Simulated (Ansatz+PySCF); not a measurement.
A calculation with PySCF 2.14.0.

```python
from pyscf import gto, scf, mp

mol = gto.M(atom="""
N 0.000000 0.000000 -0.584440
O 0.000000 0.000000 0.508260
""", basis='cc-pvtz', charge=0, spin=1)
mf = scf.UHF(mol)
mf.kernel()
pt = mp.MP2(mf, frozen=2).run()
print(mf.e_tot, pt.e_corr, pt.e_tot)
```

The script is written out from the run's settings.

The run gave:

```yaml
Converged: yes
Reference_energy: -129.29793 hartree
Correlation_energy: -0.38834 hartree
Total_energy: -129.68628 hartree
Spin_squared_of_the_determinant: 0.763
```
